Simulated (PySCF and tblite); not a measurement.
Values are calculated unless marked as measured or tabulated.
# Barrier and rate of a ring inversion

System: C4H8FN, numbered as in [F:1][C@H:2]1[CH2:3][CH2:4][NH:5][CH2:6]1.

Motion: inversion of the 5-membered ring (2–3–4–5–6). Geometries: B3LYP-D3(BJ)/def2-SVP; energies: BP86/pcSseg-1 + D3(BJ); zero-point and thermal terms from GFN2-xTB harmonic modes (soft modes blended into free rotors). Rates follow Eyring's equation with the number of equivalent paths and no tunnelling. (PySCF 2.14 with density fitting, tblite 0.8.)

```csv
point,symmetry,E(GFN2) kcal/mol,E(DFT) kcal/mol,ZPE change kcal/mol,lowest mode cm⁻¹,dipole D
start (envelope),C1,0.0,0.0,0.00,73,1.23
saddle (twist),C1,2.8,3.9,-0.53,84i,1.51
end (between envelope and twist),C1,1.4,1.1,-0.34,57,0.67
```

- Electronic barrier: 3.9 kcal/mol
- Barrier with zero-point energy: 3.4 kcal/mol
- ΔH‡ (298 K): 3.0 kcal/mol
- ΔS‡ (298 K, symmetry apart): -1.9 cal/(mol K)
- Paths: 1 equivalent path
- End point: a different minimum
- Mean lifetime of the start against this motion at 298 K: 70 ps
- Cost: 5.5 min on 1 thread of Arm Neoverse V1, on a host shared with other jobs (rough), peak memory 0.58 GiB, launched as `OMP_NUM_THREADS=1 python ens_run.py task.json out`

```
T/K  ΔG‡ kcal/mol     k s⁻¹  ΔG kcal/mol  k back s⁻¹
150           3.4     3×10⁷          0.8     3.7×10⁸
200           3.5   6.4×10⁸          0.7     4.1×10⁹
250           3.5   4.2×10⁹          0.7    1.8×10¹⁰
298           3.6  1.4×10¹⁰          0.7    4.7×10¹⁰
350           3.7  3.7×10¹⁰          0.7      1×10¹¹
400           3.8  7.4×10¹⁰          0.7    1.8×10¹¹
500           3.9    2×10¹¹          0.7    3.8×10¹¹
```

ΔG and ΔG‡ leave out symmetry numbers and mirror images; rates count paths: 1 out, 1 back.
